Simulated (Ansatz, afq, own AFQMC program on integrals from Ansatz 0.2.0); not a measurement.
# CH2Si, singlet → CH2Si⁺, doublet

```yaml
atoms:
  - { symbol: Si, position_ang: [0.0000, 0.0000, 0.4697] }
  - { symbol: C, position_ang: [0.0000, 0.0000, -1.3049] }
  - { symbol: H, position_ang: [0.0000, 1.2713, 1.2312] }
  - { symbol: H, position_ang: [0.0000, -1.2713, 1.2312] }
```

Connectivity, by distances: SiH2–C.

E(doublet, charge +1) − E(singlet, charge +0) at this geometry, on RHF and ROHF determinants.

Basis cc-pVDZ. Noble-gas cores (and the filled d shells of Ga–Kr and In–Xe) are frozen. Integrals, coupled cluster, full CI and functionals: Ansatz 0.2.0; the random walks run on the same integrals in our own AFQMC program. ph-AFQMC/CISD is guided by a CISD state made of CCSD amplitudes; releasing the constraint for a short imaginary time cuts its bias at the price of noise, slowly where states lie close. ± is one standard error of the sampling. The errors of all members are added in quadrature.

No full CI on the walks' own integrals is used here; CCSDT(Q) serves as the reference and is uncertain by about the last step of the cluster series. Each member takes its own surest rung, up to full CI.

Errors are counted within cc-pVDZ, not against nature.

Cautions: CH₂Si (singlet): restricted determinant unstable towards unrestricted (UHF 551 meV lower, ⟨S²⟩ 1.12), strong correlation (T1 0.024, weight of the determinant 0.84, largest double 0.17), its ph-AFQMC/CISD value lies 33 ± 5 meV above CCSDTQ; CH₂Si⁺ (doublet): higher spins were not checked, a spin-contaminated unrestricted determinant lies lower (UHF 578 meV lower, ⟨S²⟩ 1.48), the released energies move by 1.5 errors or more from one time to the next, so no released level is given (meV from the phaseless value at times in 1/Eh: -10 ± 3 at 0.24, -15.0 ± 2.3 at 0.51, -20 ± 3 at 0.99, -18 ± 4 at 1.62, -30 ± 4 at 2.40), though the last usable value meets CCSDT(Q) within the noise, the ph-AFQMC/CISD walk drifts between its halves (2.1 errors), its ph-AFQMC/CISD value lies 23 ± 3 meV above CCSDT(Q).

| level | vertical ionization energy (eV) |
| --- | --- |
| MP2 | 9.022 |
| CCSD | 8.959 |

From these cheaper values, estimate the vertical ionization energy at the reference level in cc-pVDZ.

9.090 eV (CCSDT(Q) in cc-pVDZ).

| level | vertical ionization energy (eV) | error against CCSDT(Q) (eV) |
| --- | --- | --- |
| HF | 7.755 | -1.335 |
| CCSD(T) | 9.077 | -0.013 |
| CCSDT | 9.074 | -0.016 |
| ph-AFQMC/CISD | 9.080 ± 0.006 | -0.010 ± 0.006 |

Correlation beyond CCSD(T) adds 0.013 eV. The perturbative (T) step is worth +0.118 eV. Where the cautions show a poor determinant, the low rows tell how each method copes with it, not its usual error.

A walk keeps the symmetry of its determinant, which the program's search chose and which needn't be the lowest solution, so a lower state of the same spin and another symmetry isn't excluded.
